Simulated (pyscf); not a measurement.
CuH + hydrogen fluoride (HF) -> F–Cu + hydrogen (H₂), a four-centre exchange (singlet surface; Cu–H, F–H broken, Cu–F, H–H formed). PySCF, gas phase, ωB97X-D3(BJ)/def2-SVP geometries. Energies in kJ/mol from the separated reactants.

Small-basis levels: PySCF, no dispersion term, spherical d functions. 

Task: Quick HF/STO-3G single points give ΔE‡ = 169.0 kJ/mol and ΔE = -118.3 kJ/mol. What does ωB97M-D3(BJ)/def2-TZVP give, and how far is the quick result from it?

Result: ωB97M-D3(BJ)/def2-TZVP gives ΔE‡ = 37.6 kJ/mol and ΔE = -7.3 kJ/mol. HF/STO-3G lies 131.5 kJ/mol over it in the barrier and 111.0 kJ/mol under it in the reaction energy, so on this step it does not hold to within 12.6 kJ/mol. ωB97M-D3(BJ)/def2-TZVP has limits of its own. On the reactant side the descent ends in a complex, 26.8 kJ/mol under the separated species and 54.2 kJ/mol under the saddle at ωB97X-D3(BJ)/def2-TZVP. The reactants may also form a dative adduct at CuH; it and routes through it were not searched. The products may also form a dative adduct at F–Cu; it and routes through it were not searched. At the saddle there is also a short Cu–H contact that neither side keeps. At ωB97X-D3(BJ)/def2-TZVP the barrier from the zero used here is 27.4 kJ/mol. One saddle was located; it need not be the lowest between these sides.
